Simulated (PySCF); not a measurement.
Species: nitrosyl chloride, ClNO.
Z-matrix (Å and degrees, PBE0-D3(BJ)/def2-SVP geometry), rows numbered from 1:
```
O 
N   1  1.1302
Cl  2  1.9605  1  114.04
```

Level of theory: MP2 and CCSD/aug-cc-pVDZ in PySCF, restricted Hartree–Fock reference, frozen core, non-relativistic, gas phase, PBE0-D3(BJ)/def2-SVP geometry.

E(HF) = -588.72902 Eh.

Problem. How large is the problem?

Solution. 73 basis functions and 32 electrons; 7 orbitals frozen, which leaves o = 9 correlated occupied and v = 57 virtual orbitals. That is o·v = 513 singles and o·v(o·v + 1)/2 = 131841 distinct closed-shell doubles amplitudes before symmetry; the costliest CCSD step grows as o²v⁴ = 8.6 × 10^8.

Problem. What are the MP2 and CCSD correlation energies?

Solution. MP2 -0.5277 Eh and CCSD -0.5355 Eh, which gives totals of -589.25675 and -589.26448 Eh. That is 0.809 eV for each correlated electron at CCSD (1406 kJ/mol in all, 0.091 % of the total energy); MP2 gives 98.6 % of the CCSD value.

Problem. What is the T1 diagnostic?

Solution. 0.0221, above the customary warning level of 0.02 for a single-reference treatment. It is the norm of the spatial-orbital singles amplitudes over the root of the number of correlated electrons, so the norm is 0.094.

Problem. How does correlation change the dipole moment?

Solution. HF gives 2.07 D and CCSD (unrelaxed density) 2.10 D, a change of +0.03 D; the two vectors are 7° apart.

Connected triples and the basis-set limit are missing.

The job also held the EOM ionisation and excitation roots. On one thread of an Arm Neoverse V1, shared host with 32 logical CPUs at a one-minute load of 13, this took 50 s and 0.45 GiB of memory at its peak.
